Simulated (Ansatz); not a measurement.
A made-up structure of SiH$_{2}$S, closed shell:

Si1  (-0.051, 0.008, -0.027)
S2  (1.647, -0.250, 0.871)
H3  (2.649, -0.474, 1.763)
H4  (-0.346, 1.092, -0.998)
(Å)

It is relaxed with PBE-D4/def2-SVP and then PBE0-D4/def2-TZVP (Ansatz 0.2.0). Atoms count as bonded within 1.22 times the sum of their covalent radii (H–H: 0.88 Å). The end point is not checked to be a true minimum.

Question: Does its bonding change? (Judge from chemistry; the calculation decides.)

Answer: The calculation gives: No: no bond forms or breaks.

Where it ends: The first stage lowers the energy by 2.51 eV in 11 steps. It ends as SiH₂S ([SiH][SH]):
Si1  (-0.177, -0.219, -0.139)
S2  (1.427, -0.814, 1.128)
H3  (2.229, 0.263, 1.077)
H4  (0.421, 1.146, -0.457)
(Å)

Labels in which every atom is bracketed show which atoms are joined, not bond orders.

For scale, one of the runs: PBE0-D4/def2-TZVP relaxation, 86 basis functions, launched by `ansatz run in.yaml --threads 2 --pin off --events-out ev --progress --plain --max-ram 4352MiB`. The run took about 4.6 s on 2 CPU threads of an Arm Neoverse V1 (shared host).
